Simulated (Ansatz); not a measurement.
Ansatz (a quantum-chemistry and plane-wave program) input (HF/3-21G): The .json file is the Basis Set Exchange's 3-21G.

Ansatz 0.2 input:
```yaml
crystal:
  periodic: [false, false, false]
  atoms:
    - {symbol: C, position_ang: [0.37929460, 0.55476049, 0.30227314]}
    - {symbol: C, position_ang: [0.02534738, -0.76307343, -0.03003155]}
    - {symbol: O, position_ang: [0.69996098, 1.63440694, -0.15189047]}
    - {symbol: O, position_ang: [-1.12129664, -1.30302412, -0.06769073]}
    - {symbol: H, position_ang: [0.94283335, -1.40118499, 0.12320002]}
basis:
  gaussian:
    orbitals: 3-21G.json
hamiltonian:
  xc: {name: HF}
total_charge: -1
relax: {f_tol: 0.003, max_steps: 120}
```

**Question.** What final total energy does it give?

**Answer.** -224.66789 Eh.
